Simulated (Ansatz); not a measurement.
A trace of molecular dynamics of C2H4 + HCN (or HNC) (9 atoms, charge 0, multiplicity 1).

The calculation used Ansatz 0.2.0, RKS B3LYP-D4/def2-SVP.

- ensemble: NVE (velocity Verlet)
- starting velocities drawn for: 1000 K
- seed: 143941

```
time (fs)  T (K)  potential energy less start (eV)  conserved less start (meV/atom)
        0   1000                             0.000                             0.00
        6    464                             0.488                             0.35
       12    717                             0.259                             0.25
       18    474                             0.480                             0.48
       24    750                             0.229                             0.36
       30    363                             0.581                             0.42
       36    723                             0.252                             0.14
       42    591                             0.371                             0.19
       48    643                             0.324                             0.20
       54    450                             0.501                             0.28
       60    490                             0.466                             0.43
       66    499                             0.458                             0.52
       72    442                             0.508                             0.41
       78    523                             0.433                             0.16
       84    682                             0.289                             0.16
       90    668                             0.301                             0.12
       96    578                             0.383                             0.11
      102    537                             0.422                             0.33
      108    558                             0.404                             0.45
      114    498                             0.459                             0.43
      120    418                             0.530                             0.41
      126    663                             0.308                             0.28
      132    530                             0.427                             0.22
      138    678                             0.292                             0.16
      144    424                             0.524                             0.32
      150    746                             0.232                             0.22
```

Q: Can this run be trusted? Judge the integration.

A: The conserved energy stayed within 0.57 meV per atom of its start (net change 0.22 meV per atom), so the integration is sound. Over the second half the temperature averaged 0.56 of the 1000 K drawn at the start: a run that starts near a minimum puts about half its kinetic energy into the potential. A run of 0.15 ps of so small a system gives no equilibrium averages. The time step was 0.5 fs.

Run time: 12 min on 1 thread of Arm Neoverse V1 (shared host), peak memory 0.14 GiB.
